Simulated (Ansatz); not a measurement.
BH3Cl, that is [BClH3]- with one electron fewer. Charge 0, multiplicity 2. Geometry PBE0-D4/def2-TZVPD, that of the charge -1 singlet; atoms count from 1.

| atom | x (Å) | y (Å) | z (Å) |
| --- | --- | --- | --- |
| B1 | 0.0515 | -0.0356 | 0.1672 |
| Cl2 | -0.5136 | 0.3550 | -1.6666 |
| H3 | -0.8011 | -0.7616 | 0.6545 |
| H4 | 0.1270 | 1.0343 | 0.7511 |
| H5 | 1.1361 | -0.5922 | 0.0937 |

Problem. Estimate the Mulliken populations from the PBE0/def2-TZVPD orbitals of Ansatz.

Solution. 
| atom | charge (e) | spin (α − β) |
| --- | --- | --- |
| B1 | -0.15 | 0.08 |
| Cl2 | -0.06 | 0.56 |
| H3 | 0.05 | 0.06 |
| H4 | 0.05 | 0.06 |
| H5 | 0.12 | 0.24 |
Mulliken values and Mayer orders depend strongly on the basis. With diffuse functions, as here, like atoms can get unlike values, and bond orders can come out too low or too high.

Problem. Where does the spin sit?

Solution. Summed by element: B 0.08, Cl 0.56, H 0.36, of 1 unpaired in all. Largest on single atoms: Cl2 0.56, H5 0.24, B1 0.08.

Problem. And the Mayer bond orders between bonded heavy atoms (over 0.3)?

Solution. B1–Cl2 0.84 (1.96 Å).
